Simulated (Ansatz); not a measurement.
Results of PBE0 (plane waves, PAW; Ansatz, an electronic-structure program) for SrHfN₂ (R-3m, No. 166; cell taken from a computed entry).

Run with plane-wave cutoff 460 eV, 8×8×8 k mesh, Fermi–Dirac smearing 0.01 eV, scalar-relativistic PAW data made under PBE.

Cell (relaxed with PBEsol):

Space group R-3m, hexagonal axes (No. 166); a = b = 3.320 Å, c = 17.583 Å, α = β = 90.00°, γ = 120.00°

```json
[
 {"atom": "Sr", "site": "3a", "symmetry": "-3m", "x": "0.0000", "y": "0.0000", "z": "0.0000"},
 {"atom": "Hf", "site": "3b", "symmetry": "-3m", "x": "0.0000", "y": "0.0000", "z": "0.5000"},
 {"atom": "N", "site": "6c", "symmetry": "3m", "x": "0.0000", "y": "0.0000", "z": "0.2331"}
]
```
(The calculation used a cell of 4 atoms; values per cell refer to that cell.)

Question: What does this level give for the band gap, smallest direct gap on the k points sampled and Γ–Γ gap?

Answer: 
- band gap = 1.81 eV (on the SCF k mesh)
- smallest direct gap on the k points sampled = 2.47 eV
- Γ–Γ gap = 4.25 eV

Note: cell and atoms aren't relaxed at this level (largest force component 0.02 eV/Å, pressure 3.1 GPa).

Spin–orbit coupling is not included.

Cost on a shared machine: very roughly 6 core-minutes.
